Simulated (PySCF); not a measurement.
An element was calculated at UHF (PySCF 2.14, spin-free X2C, a triple-zeta basis, no spin-orbit coupling), in the ground configurations that NIST lists.

```
electron affinity          : -0.334 eV
first ionisation energy    : 9.901 eV
second ionisation energy   : 19.152 eV
third ionisation energy    : 29.566 eV
polarisability of the atom : 25.4 bohr³
```

Question: Which element is it?

Answer: Phosphorus (P, Z = 15), in aug-cc-pVTZ-DK. NIST lists 10.487, 19.769, 30.203 eV for these ionisation energies.
